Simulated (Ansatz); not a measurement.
# AlMe2H (C₂H₇Al): geometry, orbitals and charge

What does AlMe2H (C₂H₇Al) look like as a singlet, and where do its frontier electrons sit?

Method: RKS PBE0-D4/def2-TZVP; program: Ansatz 0.2.0, Gaussian basis.

Levels to be run: relaxation at r2SCAN-D4/def2-TZVP; a search for the lowest solution at PBE0-D4/def2-SVP; a single point at PBE0-D4/def2-TZVP.

1 further run of the same task is left out (it didn't finish). Runs told in other sessions of the task aren't counted.

## 1. Where the work starts

10 atoms, charge 0, spin multiplicity 1.

Atoms are counted from 1 here; the program's logs count them from 0.

Bond lengths: Al1–C2 1.990 Å, Al1–C6 1.990 Å, Al1–H10 1.553 Å, C2–H3 1.097 Å, C2–H4 1.096 Å, C2–H5 1.097 Å, C6–H7 1.096 Å, C6–H8 1.096 Å, C6–H9 1.097 Å. Angles: C2–Al1–C6 128.0°, C2–Al1–H10 116.1°, C6–Al1–H10 115.9°, Al1–C2–H3 113.0°, Al1–C2–H4 113.3°, Al1–C2–H5 111.2°, H3–C2–H4 105.9°, H3–C2–H5 106.5°, H4–C2–H5 106.6°, Al1–C6–H7 113.3°, Al1–C6–H8 113.2°, Al1–C6–H9 111.0°, H7–C6–H8 105.8°, H7–C6–H9 106.5°, H8–C6–H9 106.6°.

The start is a GFN2-xTB geometry.

## 2. Relaxation at r2SCAN-D4/def2-TZVP

in.yaml

```yaml
crystal:
  periodic: [false, false, false]
  atoms:
    - {symbol: Al, position_ang: [-0.328150, -0.559670, -0.003950]}
    - {symbol: C, position_ang: [1.655670, -0.712600, -0.001960]}
    - {symbol: H, position_ang: [2.116600, -0.290830, 0.899490]}
    - {symbol: H, position_ang: [2.130080, -0.202200, -0.848360]}
    - {symbol: H, position_ang: [1.972350, -1.761810, -0.051500]}
    - {symbol: C, position_ang: [-1.428840, 1.097750, 0.002520]}
    - {symbol: H, position_ang: [-1.312950, 1.697900, -0.907600]}
    - {symbol: H, position_ang: [-1.192160, 1.769420, 0.836240]}
    - {symbol: H, position_ang: [-2.496880, 0.860620, 0.084490]}
    - {symbol: H, position_ang: [-1.115730, -1.898580, -0.009390]}
basis:
  gaussian: {orbitals: def2-TZVP}
hamiltonian: {xc: r2scan, dispersion: d4}
scf: {lower_state_search: "off"}
output: {orbitals: {seedname: orbitals}}
relax: {f_tol: 0.02, max_steps: 100}
```

Command:

```console
> ansatz run in.yaml --threads 4 --pin off --events-out ev --progress --plain --max-ram 3916MiB
```

Standard output:

```text
Functional definition: r2SCAN
  name "r2SCAN"
  cite "Furness, Kaplan, Ning, Perdew & Sun, J. Phys. Chem. Lett. 11, 8208 (2020) doi:10.1021/acs.jpclett.0c02405"
  cite "Furness, Kaplan, Ning, Perdew & Sun, J. Phys. Chem. Lett. 11, 9248 (2020) doi:10.1021/acs.jpclett.0c03077"
  parent r2scan
  parameter k0 = 0.174
  parameter k1 = 0.065
  parameter a1 = 4.9479
  exchange = r2scan_x(k0 = k0, k1 = k1, a1 = a1)
  correlation = r2scan_c
these checks for a lower state are left out or cut short: stability, starts, cluster_reference, orbital_swaps, neighbouring_geometries, increment
927 factors; their error is unknown
mean field evaluation 1: about -8769.2839 eV, gradient 8.0e1 eV
mean field evaluation 2: about -8757.4883 eV, gradient 9.5e1 eV
mean field evaluation 4: about -8783.9766 eV, gradient 2.2e0 eV
mean field evaluation 8: about -8783.9765 eV, gradient 4.4e-2 eV
mean field evaluation 16: about -8783.9765 eV, gradient 8.7e-5 eV
mean field -8783.97652759 eV, -322.8051833956 hartree, gradient 3.2e-6 eV, S^2 0.000000; 0 other end points of the search recorded, 0 dependent functions left out
the calculation of the forces begins
reference -8783.97654082 eV, -322.8051838819 hartree; 16, 16 occupied and 125, 125 virtual orbitals, 927 factors
relax step   1: F+E_penalty+E_count = -8784.00962724 eV  Δ(F+E_penalty+E_count) = +0.000e0 eV  max|allowed force component| = 5.828e-1 eV/Å  Δτ_max = 0.0000 Å  (16 SCF iters, accepted)
these checks for a lower state are left out or cut short: stability, starts, cluster_reference, orbital_swaps, neighbouring_geometries, increment
927 factors; their error is unknown
mean field -8784.02578708 eV, -322.8069936485 hartree, gradient 3.5e-6 eV, S^2 0.000000; 0 other end points of the search recorded, 0 dependent functions left out
the calculation of the forces begins
reference -8784.02580036 eV, -322.8069941366 hartree; 16, 16 occupied and 125, 125 virtual orbitals, 927 factors
relax step   2: F+E_penalty+E_count = -8784.05935524 eV  Δ(F+E_penalty+E_count) = -4.973e-2 eV  max|allowed force component| = 3.311e-1 eV/Å  Δτ_max = 0.1042 Å  (18 SCF iters, accepted)
these checks for a lower state are left out or cut short: stability, starts, cluster_reference, orbital_swaps, neighbouring_geometries, increment
927 factors; their error is unknown
mean field evaluation 32: about -8784.0365 eV, gradient 2.3e-6 eV
mean field -8784.03652671 eV, -322.8073883229 hartree, gradient 3.5e-6 eV, S^2 0.000000; 0 other end points of the search recorded, 0 dependent functions left out
the calculation of the forces begins
reference -8784.03653998 eV, -322.8073888105 hartree; 16, 16 occupied and 125, 125 virtual orbitals, 927 factors
relax step   3: F+E_penalty+E_count = -8784.07032448 eV  Δ(F+E_penalty+E_count) = -1.097e-2 eV  max|allowed force component| = 8.342e-2 eV/Å  Δτ_max = 0.0638 Å  (18 SCF iters, accepted)
these checks for a lower state are left out or cut short: stability, starts, cluster_reference, orbital_swaps, neighbouring_geometries, increment
927 factors; their error is unknown
mean field -8784.03843954 eV, -322.8074586179 hartree, gradient 3.4e-6 eV, S^2 0.000000; 0 other end points of the search recorded, 0 dependent functions left out
the calculation of the forces begins
reference -8784.03845281 eV, -322.8074591055 hartree; 16, 16 occupied and 125, 125 virtual orbitals, 927 factors
relax step   4: F+E_penalty+E_count = -8784.07235680 eV  Δ(F+E_penalty+E_count) = -2.032e-3 eV  max|allowed force component| = 3.156e-2 eV/Å  Δτ_max = 0.0389 Å  (18 SCF iters, accepted)
these checks for a lower state are left out or cut short: stability, starts, cluster_reference, orbital_swaps, neighbouring_geometries, increment
927 factors; their error is unknown
mean field -8784.03865468 eV, -322.8074665242 hartree, gradient 3.5e-6 eV, S^2 0.000000; 0 other end points of the search recorded, 0 dependent functions left out
the calculation of the forces begins
reference -8784.03866796 eV, -322.8074670121 hartree; 16, 16 occupied and 125, 125 virtual orbitals, 927 factors
relax step   5: F+E_penalty+E_count = -8784.07256083 eV  Δ(F+E_penalty+E_count) = -2.040e-4 eV  max|allowed force component| = 1.549e-2 eV/Å  Δτ_max = 0.0101 Å  (19 SCF iters, accepted)
Total energy: -8784.07257411 eV, -322.8087130401 hartree
Atom 0 at    -0.385582    -0.657288    -0.002321 Å, force    -0.003230    -0.005705    -0.000474 eV/Å
Atom 1 at     1.568403    -0.663493    -0.001312 Å, force    -0.010301    -0.000807     0.000623 eV/Å
Atom 2 at     1.957771    -0.196455     0.911136 Å, force     0.000116    -0.000664     0.001973 eV/Å
Atom 3 at     1.966750    -0.068913    -0.831292 Å, force     0.000281     0.000425    -0.001278 eV/Å
Atom 4 at     2.005440    -1.662387    -0.069105 Å, force     0.000238     0.000060    -0.000688 eV/Å
Atom 5 at    -1.343835     1.045571     0.005863 Å, force     0.004289    -0.009217    -0.000196 eV/Å
Atom 6 at    -1.151199     1.601229    -0.919794 Å, force    -0.000613    -0.000536    -0.002003 eV/Å
Atom 7 at    -0.997582     1.694218     0.818254 Å, force     0.000237     0.000750     0.001183 eV/Å
Atom 8 at    -2.426929     0.940282     0.102132 Å, force    -0.000097     0.000199     0.000784 eV/Å
Atom 9 at    -1.193248    -2.032764    -0.013581 Å, force     0.009080     0.015494     0.000077 eV/Å
Dipole moment:     0.075823     0.129144     0.001022 e Å
Checks for a lower state left out: stability, starts, cluster_reference, orbital_swaps, neighbouring_geometries, increment
```

It took 5 s on 4 threads of Arm Neoverse V2, shared host.

Along the way:

```csv
step,energy from step 1 (eV),largest force component (eV/Å)
1,0.0000,0.5828
2,-0.0497,0.3311
3,-0.0607,0.0834
4,-0.0627,0.0316
5,-0.0629,0.0155
```

Distances of close pairs at the start and the end, largest changes first:

| bond | before (Å) | after (Å) | change (Å) |
| --- | --- | --- | --- |
| Al1–H10 | 1.553 | 1.595 | +0.042 |
| Al1–C2 | 1.990 | 1.954 | -0.036 |
| Al1–C6 | 1.990 | 1.954 | -0.036 |
| C6–H9 | 1.097 | 1.092 | -0.005 |
| C2–H5 | 1.097 | 1.092 | -0.005 |
| C6–H8 | 1.096 | 1.096 | -0.001 |
| C2–H4 | 1.096 | 1.096 | -0.000 |
| C6–H7 | 1.096 | 1.097 | +0.000 |

Bonds by kind at the end (by distance):

```csv
bond,count,shortest (Å),longest (Å)
Al–C,2,1.954,1.954
C–H,6,1.092,1.097
Al–H,1,1.595,1.595
```

## 3. Searching for the lowest solution, PBE0-D4/def2-SVP

start.molden holds the orbitals of an earlier run on this state, given as this run's starting guess.

in.yaml

```yaml
crystal:
  periodic: [false, false, false]
  atoms:
    - {symbol: Al, position_ang: [-0.385582, -0.657288, -0.002321]}
    - {symbol: C, position_ang: [1.568403, -0.663493, -0.001312]}
    - {symbol: H, position_ang: [1.957771, -0.196455, 0.911136]}
    - {symbol: H, position_ang: [1.966750, -0.068913, -0.831292]}
    - {symbol: H, position_ang: [2.005440, -1.662387, -0.069105]}
    - {symbol: C, position_ang: [-1.343835, 1.045571, 0.005863]}
    - {symbol: H, position_ang: [-1.151199, 1.601229, -0.919794]}
    - {symbol: H, position_ang: [-0.997582, 1.694218, 0.818254]}
    - {symbol: H, position_ang: [-2.426929, 0.940282, 0.102132]}
    - {symbol: H, position_ang: [-1.193248, -2.032764, -0.013581]}
basis:
  gaussian: {orbitals: def2-SVP, initial_orbitals: start.molden}
hamiltonian: {xc: pbe0, dispersion: d4}
output: {orbitals: {seedname: orbitals}}
```

Same command.

Standard output:

```text
Functional definition: PBE0
  name "PBE0"
  cite "Adamo & Barone, J. Chem. Phys. 110, 6158 (1999) doi:10.1063/1.478522"
  cite "Perdew, Burke & Ernzerhof, Phys. Rev. Lett. 77, 3865 (1996) doi:10.1103/PhysRevLett.77.3865"
  parent pbe
  parameter a = 0.25
  parameter kappa = 0.804
  parameter beta = 0.06672455060314922
  exchange = (1 - a)*pbe_x(kappa = kappa, mu = beta*pi^2/3) + a*exact_x
  correlation = pbe_c(beta = beta)
948 factors; their error is unknown
mean field evaluation 1: about -8775.4085 eV, gradient 5.0e0 eV
mean field evaluation 2: about -8775.4845 eV, gradient 6.4e-2 eV
mean field evaluation 4: about -8775.5829 eV, gradient 7.8e-5 eV
mean field evaluation 8: about -8775.4501 eV, gradient 3.1e0 eV
mean field evaluation 16: about -8775.5829 eV, gradient 3.0e-4 eV
mean field -8775.58293755 eV, -322.4967246514 hartree, gradient 8.1e-5 eV, S^2 0.000000; 1 other end points of the search recorded, 0 dependent functions left out
reference -8775.58296594 eV, -322.4967256947 hartree; 16, 16 occupied and 65, 65 virtual orbitals, 948 factors
Total energy: -8775.69767239 eV, -322.5009410788 hartree
```

Wall time 0.6 s (4 threads of Arm Neoverse V2, shared host).

HOMO -7.76 eV, LUMO -0.80 eV.

## 4. Single point, PBE0-D4/def2-TZVP

Edit in.yaml of step 3 so:

```diff
@@ -14,4 +14,5 @@
 basis:
-  gaussian: {orbitals: def2-SVP, initial_orbitals: start.molden}
+  gaussian: {orbitals: def2-TZVP, initial_orbitals: start.molden}
 hamiltonian: {xc: pbe0, dispersion: d4}
-output: {orbitals: {seedname: orbitals}}
+scf: {omitted_lower_state_checks: [starts]}
+output: {forces: true, orbitals: {seedname: orbitals}}
```

The command is unchanged.

Standard output (excerpt; [...] marks lines left out):

```text
Functional definition: PBE0
  name "PBE0"
  cite "Adamo & Barone, J. Chem. Phys. 110, 6158 (1999) doi:10.1063/1.478522"
  cite "Perdew, Burke & Ernzerhof, Phys. Rev. Lett. 77, 3865 (1996) doi:10.1103/PhysRevLett.77.3865"
  parent pbe
[...]
947 factors; their error is unknown
[...]
mean field -8780.28945924 eV, -322.6696861330 hartree, gradient 6.1e-6 eV, S^2 0.000000; 0 other end points of the search recorded, 0 dependent functions left out
[...]
reference -8780.28949288 eV, -322.6696873692 hartree; 16, 16 occupied and 125, 125 virtual orbitals, 947 factors
Total energy: -8780.40419932 eV, -322.6739027534 hartree
Atom 0 at    -0.385582    -0.657288    -0.002321 Å, force    -0.002742    -0.004941    -0.000261 eV/Å
Atom 1 at     1.568403    -0.663493    -0.001312 Å, force     0.059730     0.013835     0.003915 eV/Å
Atom 2 at     1.957771    -0.196455     0.911136 Å, force    -0.019634    -0.004415     0.006550 eV/Å
Atom 3 at     1.966750    -0.068913    -0.831292 Å, force    -0.019766    -0.003166    -0.007209 eV/Å
Atom 4 at     2.005440    -1.662387    -0.069105 Å, force    -0.020324    -0.008401    -0.002035 eV/Å
Atom 5 at    -1.343835     1.045571     0.005863 Å, force    -0.017533     0.058862    -0.005173 eV/Å
Atom 6 at    -1.151199     1.601229    -0.919794 Å, force     0.005812    -0.019453    -0.006180 eV/Å
Atom 7 at    -0.997582     1.694218     0.818254 Å, force     0.007062    -0.018528     0.007439 eV/Å
Atom 8 at    -2.426929     0.940282     0.102132 Å, force     0.002681    -0.021829     0.002845 eV/Å
Atom 9 at    -1.193248    -2.032764    -0.013581 Å, force     0.004715     0.008036     0.000108 eV/Å
Dipole moment:     0.072580     0.123619     0.001008 e Å
Checks for a lower state left out: starts
```

Run time: 1.1 s. Hardware: 4 threads of Arm Neoverse V2, shared host.

Report: HOMO -7.78 eV, LUMO -0.86 eV.

Mulliken charges, from this run's orbitals:

```
atom  value (e)
 Al1       0.51
  C2      -0.62
  H3       0.14
  H4       0.14
  H5       0.14
  C6      -0.62
  H7       0.14
  H8       0.14
  H9       0.14
 H10      -0.11
```

Largest Mayer bond orders: Al1–C2 0.97; Al1–C6 0.97; Al1–H10 0.95; C2–H5 0.95; C6–H9 0.95; C2–H4 0.94; C6–H8 0.94; C2–H3 0.94; C6–H7 0.94.

## 5. What came out

```
                       quantity                           value
                    point group                              C2
 commonest bond, hydrogen aside  Al–C, 2 of mean length 1.954 Å
HOMO, LUMO at PBE0-D4/def2-TZVP                 -7.78, -0.86 eV
  dipole at r2SCAN-D4/def2-TZVP                          0.72 D
```

In words: The molecule keeps its bonding pattern by the stored test; the atoms moved 0.15 Å (rms). No usable vibrations, so a minimum isn't proven. The point group is read from a loosely relaxed geometry; soft torsions can leave it below the true symmetry.
